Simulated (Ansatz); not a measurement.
A CCSD(T) single point on `C[O]` radical.

```yaml
crystal:
  periodic: [false, false, false]
  atoms:
    - {symbol: C, position_ang: [-0.000308, 0.051862, 0.013833]}
    - {symbol: O, position_ang: [0.981099, -0.843283, -0.253951]}
    - {symbol: H, position_ang: [-0.948668, -0.508188, -0.108125]}
    - {symbol: H, position_ang: [-0.041645, 0.884452, -0.703826]}
    - {symbol: H, position_ang: [0.009523, 0.415156, 1.052079]}
basis:
  gaussian: {orbitals: def2-SVP}
magnetization: {spin_polarized: true, initial_magnetization: 1}
correlation: {method: ccsd_t}
scf: {omitted_lower_state_checks: [cluster_reference]}
```

```sh
$ ansatz run in.yaml --threads 2 --pin off --events-out ev --progress --plain
```

Output of Ansatz, abridged:

```
Functional definition: HF
430 factors; integrals over basis functions are off by at most 1.4e-3 eV
mean field evaluation 1: about -3108.3887 eV, gradient 1.8e1 eV
mean field evaluation 2: about -3108.4349 eV, gradient 1.8e1 eV
mean field evaluation 4: about -3110.8898 eV, gradient 3.4e0 eV
mean field evaluation 8: about -3111.1235 eV, gradient 1.4e-1 eV
mean field evaluation 32: about -3110.9136 eV, gradient 3.2e0 eV
mean field -3111.12374062 eV, -114.3316886722 hartree, gradient 2.9e-6 eV, S^2 0.757829; 4 other end points of the search recorded, 0 dependent functions left out
2 core orbitals not correlated: weight in the atoms' cores, before any rotation towards them, 1.000 or more for the frozen orbitals, at most 0.000 for the correlated occupied ones
reference -3111.12374062 eV, -114.3316886722 hartree; 7, 6 occupied and 34, 35 virtual orbitals, 430 factors
second order -7.79108221 eV of doubles, -0.00000000 eV of singles
cycle   1  -8.35238896 eV  change   -5.6e-1 eV  update   6.0e-2
cycle   2  -8.58381211 eV  change   -2.3e-1 eV  update   2.0e-2
cycle   3  -8.63276769 eV  change   -4.9e-2 eV  update   1.2e-2
cycle   4  -8.63504386 eV  change   -2.3e-3 eV  update   5.9e-3
cycle   5  -8.63527636 eV  change   -2.3e-4 eV  update   2.2e-3
cycle   6  -8.63568921 eV  change   -4.1e-4 eV  update   6.7e-4
cycle   7  -8.63563606 eV  change    5.3e-5 eV  update   2.2e-4
cycle   8  -8.63563970 eV  change   -3.6e-6 eV  update   9.2e-5
cycle   9  -8.63562576 eV  change    1.4e-5 eV  update   3.7e-5
cycle  10  -8.63562991 eV  change   -4.1e-6 eV  update   1.6e-5
perturbative correction -0.18051656 eV, -0.0066338614 hartree
Total energy: -3119.93988709 eV, -114.6556760793 hartree
Checks for a lower state left out: cluster_reference
```

Run time 1.2 s (2 threads of a server CPU on a shared host); peak host memory 0.14 GiB.

The correlation energy is -8.816 eV, 2.0 % of it from (T); the T1 diagnostic reads 0.0161.
